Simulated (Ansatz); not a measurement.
System: rock-salt KBr. Method: r²SCAN (plane waves, PAW; Ansatz, a program for electronic structure).

Total energies, extrapolated to zero smearing (they compare only within this program, potentials and cutoff; free atoms with spin allowed, lowest state found):

| system | energy (eV/atom) |
|---|---|
| rock-salt KBr, relaxed | -2169.6572 |
| free K atom | -1541.6298 |
| free Br atom | -2791.5286 |

Question: Work out the cohesive energy per atom.

Answer: E_coh = [1 × (-1541.6298) + 1 × (-2791.5286)]/2 − (-2169.6572) = 3.08 eV/atom. The reference value is 3.10 eV/atom (measured, zero-point energy (Debye) added; as tabulated in Doll and Stoll (1998), arXiv:cond-mat/9801031), not set against a level without spin–orbit coupling.

Spin–orbit coupling, which matters for such heavy atoms, is left out.

The PAW data were made under PBE.
